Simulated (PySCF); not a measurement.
Species: C4H3O2 (charge -1).
SMILES with atom numbers: `[O-:1][c:2]1[cH:3][cH:4][cH:5][o:6]1` (hydrogens: H7 on C3; H8 on C4; H9 on C5)
Bond orders are those of one Lewis drawing.

Method: PBE0-D3(BJ)/def2-TZVP geometry optimisation, gas phase in PySCF 2.14.0; density fitting, grid level 2; the optimiser is geomeTRIC in internal coordinates, started from a GFN2-xTB structure.

Step 0: E = -8285.1978 eV
```
atom  x, y, z in Å  |  force x, y, z in eV/Å
O1      2.4637   -0.2693    0.3287   -0.474  -0.242  -0.019
C2      1.2341   -0.1647    0.1678    1.323   0.254   0.117
C3      0.4005    0.9226   -0.0958   -0.149   0.175  -0.046
C4     -0.9204    0.4371   -0.1781   -0.244  -0.235   0.012
C5     -0.8705   -0.9025    0.0322   -0.204  -0.101  -0.012
O6      0.4228   -1.3059    0.2455   -0.211   0.154  -0.048
H7      0.7253    1.9408   -0.2132    0.143   0.089   0.005
H8     -1.8132    1.0134   -0.3702   -0.127   0.004  -0.017
H9     -1.6287   -1.6654    0.0579   -0.058  -0.098   0.008
```

Q: Estimate the geometry and energy of step 1. (The exact step hangs on the optimiser's Hessian estimate; all steps are aligned on step 0, rigid shifts and turns removed.)

A: E = -8285.2211 eV, largest force 0.208 eV/Å
```
atom  x, y, z in Å  |  force x, y, z in eV/Å
O1      2.4688   -0.3018    0.3351    0.044   0.082  -0.008
C2      1.2573   -0.1449    0.1675   -0.069  -0.196   0.017
C3      0.4006    0.9317   -0.0978    0.042   0.134  -0.013
C4     -0.9289    0.4347   -0.1783   -0.091   0.028  -0.018
C5     -0.8769   -0.9032    0.0306    0.152   0.001   0.017
O6      0.4180   -1.2915    0.2416   -0.062  -0.043   0.004
H7      0.7324    1.9526   -0.2138   -0.011  -0.009   0.001
H8     -1.8295    1.0050   -0.3710    0.010  -0.004   0.003
H9     -1.6282   -1.6768    0.0610   -0.016   0.006  -0.004
```

The energy changes by -0.0234 eV. The first-order estimate −F·Δx gives -0.0553 eV and the mean of the old and new forces, exact on a quadratic surface, -0.0238 eV. The step makes an angle of 51° with the force vector and moves no atom by more than 0.033 Å.

What follows is the cost of the whole optimisation. The run took 48 s wall on Arm Neoverse V1, one thread, on a shared host, and the process peaked at 0.83 GiB of memory.
